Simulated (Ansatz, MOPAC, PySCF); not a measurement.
Pair of molecules: C2H2 (SMILES C#C) (first 4 atoms) with H2O (SMILES O); geometry from S66by8 set.
(charge 0, multiplicity 1):
```
atom    x (Å)    y (Å)    z (Å)
----  -------  -------  -------
C     -1.1076   0.0464   0.0364
H     -0.0417   0.0161   0.0118
C     -2.3195   0.0802   0.0637
H     -3.3800   0.1105   0.0883
O      2.4109  -0.0781  -0.0618
H      2.9813  -0.6678   0.4353
H      2.9829   0.2729  -0.7471
```

Counterpoise-corrected where a basis set is named; no monomer relaxation. Rows marked so take none.

Frozen-core correlation. CBS(a, b) extrapolates the correlation energy as X⁻³ and adds the Hartree–Fock energy of set b. Rows in 6-31G* carry no dispersion term and start afresh at each structure (6-31G* with six Cartesian d functions). MP2/6-31G* freezes PySCF's default core. The state that AM1, PM6, PM7 reach isn't checked; PM7 holds dispersion and hydrogen-bond terms.

Run with Ansatz (a first-principles code) with Gaussian orbitals; MOPAC for AM1, PM6, PM7 (differences of heats of formation); PySCF for 6-31G* rows, the dispersion terms. Each number belongs to the level named beside it.

Other levels give for the interaction energy: PBE/def2-TZVPPD -10.0; B3LYP/def2-TZVPPD -8.9; B3LYP-D3(BJ)/def2-TZVPPD -10.8; wB97M-V/def2-TZVPPD -10.7; MP2/CBS(aug-cc-pVDZ, aug-cc-pVTZ) + ΔCCSD(T)/aug-cc-pVDZ -10.8 kJ/mol.

Common cheap choices:

```
level                            interaction energy (kJ/mol)  less -10.9 (computed benchmark interaction energy, Řezáč et al., J. Chem. Theory Comput. 7, 2427 (2011), S66x8)
-------------------------------  ---------------------------  ---------------------------------------------------------------------------------------------------------------
AM1                                                     -6.5                                                                                                              4.4
PM6                                                     -5.9                                                                                                              5.0
PM7                                                     -5.9                                                                                                              5.0
HF/6-31G*                                              -11.0                                                                                                             -0.1
BP86/6-31G* (no counterpoise)                          -13.0                                                                                                             -2.1
B3LYP/6-31G* (no counterpoise)                         -14.7                                                                                                             -3.9
M06-2X/6-31G* (no counterpoise)                        -15.2                                                                                                             -4.3
MP2/6-31G* (no counterpoise)                           -15.5                                                                                                             -4.7
```
